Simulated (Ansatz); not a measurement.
HfO₂ (P2₁/c, No. 14), treated with r²SCAN (Ansatz, a first-principles code, PAW).

Settings: plane-wave cutoff 600 eV, 8×8×8 k mesh, scalar-relativistic PAW data made under PBE.

Computed at the level's own relaxed cell.

Hill averages of the elastic tensor: K = 206.5 GPa, G = 103.5 GPa. Volume 11.533 Å³/atom, mean atomic mass 70.163 u.

Q: Work out the density, the sound velocities of a polycrystal and the elastic Debye temperature at this level.

A: ρ = 1.66054 × 70.163/11.533 = 10.102 g/cm³. v_l = √[(K + 4G/3)/ρ] = 5.840 km/s and v_t = √(G/ρ) = 3.201 km/s. The mean follows from 3/v_m³ = 1/v_l³ + 2/v_t³: v_m = 3.569 km/s. Θ_D = (ħ/k_B) v_m (6π²/V)^(1/3) = 76.38 K Å s/km × 3.569 × 1.7252 Å⁻¹ = 470 K, counting all atoms of the cell.

Note: the relaxation could not lower the start's symmetry, so the cell can be a saddle point above a distorted one.
